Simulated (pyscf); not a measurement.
Structures and frequencies: ωB97X-D3(BJ)/def2-SVP in PySCF.

Problem. methane (CH₄) + dichlorosilane (Cl–SiH₂–Cl) → H₃C–SiH(Cl)–Cl + hydrogen (H₂)
Surface: singlet. Broken: C–H, H–Si. Formed: C–Si, H–H. Give ΔE‡ and ΔE from ωB97M-D3(BJ)/def2-TZVP, relative to the separated reactants.

Solution. ΔE‡ = 72.7 kcal/mol, ΔE = +2.8 kcal/mol. Zero-point energy shifts the barrier by -0.4 kcal/mol. It is a four-centre exchange, with an imaginary mode of 1611i cm⁻¹. At the saddle there is also a short H–Si contact that neither side keeps. The same reactants have a lower exit, to H₃C–SiH₂–Cl + HCl (barrier +60.1 kcal/mol at ωB97M-D3(BJ)/def2-TZVP, against +72.7 kcal/mol here). This is the saddle that the search found; another between the same sides may lie lower.
